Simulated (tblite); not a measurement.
# BSiNH6 (SMILES NB[SiH3]) at GFN1-xTB

Aim: a structure relaxation of BSiNH6. Input form: a Python script.

Program for the calculation: tblite 0.8.0.

17 further runs of the same task are left out: 17 set aside as unsound or not needed.

## 1. The system as given

BSiNH6: 9 atoms, total charge 0, spin state singlet. SMILES: `NB[SiH3]`. Geometry: relaxed at GFN2-xTB. The run starts from this shape.

Bond lengths: N1–B2 1.381 Å, B2–Si3 1.961 Å, N1–H4 1.008 Å, N1–H5 1.009 Å, B2–H6 1.179 Å, Si3–H7 1.477 Å, Si3–H8 1.473 Å, Si3–H9 1.474 Å. Some angles: N1–B2–Si3 120.6°, N1–B2–H6 116.0°, Si3–B2–H6 123.5°, B2–N1–H4 123.9°, B2–N1–H5 124.2°, B2–Si3–H7 113.9°, B2–Si3–H8 114.9°, B2–Si3–H9 114.2°, H4–N1–H5 111.9°, H7–Si3–H8 104.2°.

## 2. A structure relaxation at GFN1-xTB

File start.xyz:

```xyz
9

N     -0.866290     0.746240    -1.137990
B      0.008080     0.805730    -0.070990
Si     0.607470    -0.835160     0.819740
H     -1.231500    -0.112920    -1.518050
H     -1.217540     1.554270    -1.628930
H      0.346710     1.885890     0.259070
H      0.249260    -2.073040     0.097340
H      2.063560    -0.938130     1.014300
H      0.040260    -1.032880     2.165490
```

File job.py:

```python
import json
import numpy as np
from tblite.interface import Calculator
from tblite.interface import symbols_to_numbers
from scipy.optimize import minimize

symbols = list(map(str, np.loadtxt("start.xyz", skiprows=2, usecols=0, dtype=str, ndmin=1)))
numbers = np.array(symbols_to_numbers(symbols))
positions = np.loadtxt("start.xyz", skiprows=2, usecols=(1, 2, 3), ndmin=2) / 0.529177210903

calculator = Calculator("GFN1-xTB", numbers, positions, charge=0, uhf=0)
calculator.set("verbosity", 0)
calculator.set("accuracy", 0.01)
last, frames, energies, grads = [None], [], [], []

def fun(x):
    calculator.update(x.reshape(-1, 3))
    last[0] = calculator.singlepoint(last[0])
    return float(last[0].get('energy')), last[0].get('gradient').ravel()

def show(x):
    e, g = fun(x)
    frames.append(x.reshape(-1, 3).tolist())
    energies.append(e)
    grads.append(g.reshape(-1, 3).tolist())
    print(f"{len(energies) - 1:4d} {e:16.9f} {np.abs(g).max():12.3e} {np.linalg.norm(g):12.3e}")

print("step      energy/Eh       max grad     grad norm")
show(positions.ravel())
opt = minimize(fun, positions.ravel(), jac=True, method="BFGS", callback=show, options={"gtol": 3e-05, "maxiter": 500})
print("converged:", opt.success, "-", opt.message)
fun(opt.x)
res = last[0]
final = opt.x.reshape(-1, 3)
print("final geometry (angstrom)")
for s, p in zip(symbols, final * 0.529177210903):
    print(f"{s:<2} {p[0]:12.6f} {p[1]:12.6f} {p[2]:12.6f}")
print(f"Energy: {res.get('energy') * 2625.4996:.8f} kJ/mol")
eps = np.atleast_2d(res.get("orbital-energies")) * 27.211386
occ = np.atleast_2d(res.get("orbital-occupations"))
filled = occ.sum(axis=0) if eps.shape[0] == 1 else occ[0]
homo = np.nonzero(filled > 0.5)[0].max()
print(f"HOMO {eps[0, homo]:.4f} eV")
if homo + 1 < eps.shape[1]:
    print(f"LUMO {eps[0, homo + 1]:.4f} eV, gap {eps[0, homo + 1] - eps[0, homo]:.4f} eV")
mu = res.get("dipole") * 2.541746
print(f"Dipole moment: {np.linalg.norm(mu):.4f} D, components " + " ".join(f"{c:.4f}" for c in mu))
q = res.get("charges")
print("Charges:", " ".join(f"{s}{i + 1}={c:+.4f}" for i, (s, c) in enumerate(zip(symbols, q))))
out = {k: np.asarray(res.get(k)).tolist() for k in ("energy", "gradient", "charges", "dipole", "orbital-energies", "orbital-occupations")}
out.update(symbols=symbols, positions=(positions * 0.529177210903).tolist(), final=final.tolist(), frames=frames, step_energies=energies, grads=grads, success=bool(opt.success))
json.dump(out, open("results.json", "w"))
```

Launch:

```
$ python job.py
```

Q: Predict the results. Wanted: total energy at the end; dipole moment; HOMO energy; LUMO energy; HOMO–LUMO gap.

**Answer.** As computed:

Level: GFN1-xTB.

| quantity | value |
| --- | --- |
| total energy at the end | -9.71483 Eh |
| dipole moment | 3.54 D |
| HOMO energy | -11.32 eV |
| LUMO energy | -7.48 eV |
| HOMO–LUMO gap | 3.84 eV |

At the final geometry: Bond lengths: N1–B2 1.402 Å, B2–Si3 1.980 Å, N1–H4 1.005 Å, N1–H5 1.005 Å, B2–H6 1.207 Å, Si3–H7 1.459 Å, Si3–H8 1.458 Å, Si3–H9 1.458 Å. Some angles: N1–B2–Si3 121.5°, N1–B2–H6 113.8°, Si3–B2–H6 124.7°, B2–N1–H4 123.5°, B2–N1–H5 123.2°, B2–Si3–H7 114.6°, B2–Si3–H8 112.5°, B2–Si3–H9 112.6°, H4–N1–H5 113.2°, H7–Si3–H8 105.9°. The optimisation took 76 steps and changed the energy by -0.036 eV.
